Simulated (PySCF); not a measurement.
# Which proton of hydroxylamine is most acidic?

Parent: hydroxylamine, `NO` (H3NO). Coordinates in Å; atoms count from 1 in this order:
```
N    -0.4035    0.1499    0.2454
O     0.7890   -0.2590   -0.3873
H    -1.0546   -0.6284    0.1307
H    -0.7689    0.9139   -0.3252
H     1.4553   -0.1707    0.3020
```

These are calculated values, ωB97X-D3(BJ)/ma-def2-TZVP in PySCF (grid level 2) at geometries from PBE0-D3(BJ)/ma-def2-SVP. Zero-point and thermal terms (298.15 K, 1 bar) come from unscaled PBE0-D3(BJ)/ma-def2-SVP harmonic frequencies, with soft modes damped to free rotors in the entropy.

```csv
site,product,ΔH(acid) / kcal/mol,ΔG(acid) / kcal/mol,gas share
O2 (hydroxyl oxygen),N[O-],387.1,379.7,> 99.9 %
N1 (amine nitrogen),[NH-]O,399.2,391.5,< 0.1 %
```

ΔH and ΔG refer to AH → A⁻ + H⁺ in the gas phase. Shares are Boltzmann weights among the listed products; an error of 10 kJ/mol changes a ratio about 56-fold. Sites whose products fell apart, merged with another or lost in a GFN2-xTB screen aren't listed.

Of the listed sites O2 (hydroxyl oxygen) is favoured in the gas phase, 11.8 kcal/mol ahead of N1 in free energy.

Vertical detachment energies of the anions: `N[O-]` 0.57 eV, `[NH-]O` 0.64 eV.
